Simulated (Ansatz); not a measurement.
```yaml
crystal:
  periodic: [false, false, false]
  atoms:
    - {symbol: Al, position_ang: [-1.232686, 0.057216, -0.035560]}
    - {symbol: O, position_ang: [0.411903, -0.011846, 0.094619]}
    - {symbol: N, position_ang: [1.749485, -0.153285, -0.029917]}
    - {symbol: H, position_ang: [2.148004, 0.786515, -0.134271]}
basis:
  gaussian: {orbitals: def2-TZVP}
magnetization: {spin_polarized: true, initial_magnetization: 1}
hamiltonian: {xc: pbe0}
relax: {f_tol: 0.004, max_steps: 80}
```

```sh
$ ansatz run in.yaml --threads 1 --pin off --events-out ev --progress --plain --max-ram 2176MiB
```

Steps of the relaxation (energy above the last step; positions in Å, forces in eV/Å):

```
4
step 1, 101.2 meV
Al   -1.233    0.057   -0.036   -1.563    0.003   -0.075
O     0.412   -0.012    0.095    2.575    0.351   -0.099
N     1.749   -0.153   -0.030   -0.624   -0.728    0.137
H     2.148    0.787   -0.134   -0.387    0.374    0.037
```

```
4
step 2, 41.7 meV
Al   -1.238    0.049   -0.030   -0.939   -0.035   -0.021
O     0.431    0.015    0.081    1.285    0.112   -0.059
N     1.752   -0.169   -0.027   -0.291   -0.134    0.057
H     2.132    0.783   -0.129   -0.055    0.058    0.023
```

```
4
step 3, 9.5 meV
Al   -1.274    0.007   -0.006    0.051   -0.036    0.020
O     0.439    0.085    0.033    0.014    0.004   -0.038
N     1.745   -0.176   -0.017   -0.118    0.131    0.001
H     2.166    0.763   -0.115    0.054   -0.098    0.017
```

```
4
step 4, 6.1 meV
Al   -1.277   -0.005    0.005    0.051   -0.030    0.012
O     0.436    0.101    0.011   -0.021    0.056   -0.024
N     1.738   -0.173   -0.012   -0.033    0.001    0.004
H     2.179    0.755   -0.109    0.003   -0.027    0.009
```

```
4
step 5, 3.6 meV
Al   -1.276   -0.019    0.017    0.007   -0.025    0.004
O     0.433    0.124   -0.014   -0.025    0.066   -0.008
N     1.729   -0.172   -0.005    0.024   -0.039    0.004
H     2.190    0.746   -0.103   -0.006   -0.003    0.001
```

```
4
step 8, 0.0 meV
Al   -1.272   -0.075    0.024   -0.002    0.000    0.000
O     0.425    0.216   -0.027    0.002    0.000    0.000
N     1.700   -0.173   -0.004   -0.001    0.002    0.000
H     2.223    0.710   -0.098    0.000   -0.002    0.000
```

Close pairs at the end: N3–H4 1.031 Å, O2–N3 1.334 Å, Al1–O2 1.722 Å.

A stationary point of unrestricted PBE0 after 8 steps, with ⟨S²⟩ = 0.754 against 0.75 for a pure state; no frequencies were run, so it isn't proven a minimum. 34 s on 1 thread of Arm Neoverse V1, shared host.
